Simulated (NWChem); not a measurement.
# Correlation energy of tetrafluoromethane (CF4)

```
C
F 1 1.3157
F 1 1.3157 2 109.47
F 1 1.3157 2 109.47 3 120.00
F 1 1.3157 2 109.47 4 120.00
```
Charge 0, spin multiplicity 1.

The numbers come from NWChem runs, not from measurements. The geometry was optimised at PBE0/def2-SVP, a minimum by its harmonic frequencies.

Basis set: 3-21G. Each correlation energy counts from its own Hartree-Fock reference.

The correlated methods keep 5 core orbitals frozen. Coupled-cluster values serve here as a point of comparison, not as the truth.

### Question
For the correlation energy, CCSD(T) gives -564.5 mHa and CR-CCSD(T) gives -562.7 mHa. What do CCSD, CCSD+T(CCSD), CR-CCSD[T] give?

### Answer
CCSD: -554.8 mHa; CCSD+T(CCSD): -565.9 mHa; CR-CCSD[T]: -563.9 mHa.
